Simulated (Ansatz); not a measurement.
Computed with Ansatz.

A structure relaxed at PBE0-D4/def2-TZVP, charge 0, multiplicity 1:

```
atom   x (Å)   y (Å)   z (Å)
  N1   1.422   0.931  -0.300
  C2   0.279   0.123  -0.213
  N3   0.642  -1.236  -0.111
  F4  -0.553   0.213  -1.324
  S5  -0.687   0.842   1.216
  S6  -2.311  -0.375   1.256
  H7   1.194   1.900  -0.473
  H8   2.053   0.577  -1.008
  H9  -0.188  -1.815  -0.065
 H10   1.204  -1.386   0.717
 H11  -3.054   0.223   0.305
```

(1) Give its formula and SMILES.

(2) Summarise the bond lengths by kind.

Results:

(1) CH5FN2S2, `NC(N)(F)SS`.

(2) 2 × C–N 1.403 to 1.410 Å; 4 × H–N 1.010 to 1.013 Å; 1 × C–F 1.391 Å; 1 × C–S 1.868 Å; 1 × S–S 2.030 Å; 1 × H–S 1.348 Å.
